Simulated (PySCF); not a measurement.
Electric field gradients and quadrupole coupling constants

C₄H₄OS.
Atom-mapped SMILES: `[CH3:1][C:2](=[O:3])[CH:4]=[C:5]=[S:6]` (hydrogens: H7, H8, H9 on C1; H10 on C4)

Cartesian coordinates in Å at the PBE0-D3(BJ)/def2-SVP level; atoms count from 1:
```xyz
10
C4H4OS angstrom
C     -1.198   -0.516    0.408
C     -0.628    0.695   -0.285
O     -1.317    1.603   -0.686
C      0.848    0.740   -0.466
C      1.679   -0.203   -0.063
S      2.633   -1.327    0.422
H     -0.948   -1.431   -0.150
H     -2.287   -0.410    0.478
H     -0.769   -0.620    1.417
H      1.247    1.626   -0.971
```

Field gradients from the PBE0/pcSseg-1 density (PySCF, non-relativistic), principal values in atomic units, ordered |Vxx| ≤ |Vyy| ≤ |Vzz|:

```tsv
atom	Vxx	Vyy	Vzz
O3	0.5773	1.3219	-1.8993
S6	0.9245	0.9481	-1.8726
```

**Question.** Find the asymmetry η = (Vxx − Vyy)/Vzz and the couplings χ = eQV/h (234.96 MHz × Q in barn × V in au), with Q(17O) = −0.0256 b, Q(33S) = −0.0678 b.

**Answer.** 
```json
{"atom": "O3", "environment": "ketone oxygen", "nucleus": "17O", "η": "0.39", "χzz (MHz)": "11.42", "χxx (MHz)": "-3.47", "χyy (MHz)": "-7.95"}
{"atom": "S6", "environment": "sulfur bonded to C", "nucleus": "33S", "η": "0.01", "χzz (MHz)": "29.83", "χxx (MHz)": "-14.73", "χyy (MHz)": "-15.10"}
```

The gradient is axial or nearly so (η below 0.05) at S6. The tensor is traceless: Vxx + Vyy + Vzz = 0.

**Question.** What is Vzz at S6 in SI units (1 au = 9.71736 × 10²¹ V/m²)?

**Answer.** -1.8726 au = -18.197 × 10²¹ V/m².

Were the hydrogens deuterons (Q(2H) = 0.00286 b), χzz would run from 194 kHz (H7 and H9) to 205 kHz (H10).

Isolated species at its PBE0-D3(BJ)/def2-SVP geometry (one conformer only). The small basis limits the accuracy of the gradients.

These values come from a run that also computed NMR shieldings. Time: 11 s of wall time (with the writing of density and orbital grids). Hardware: one thread of an x86-64 server, on a shared host.
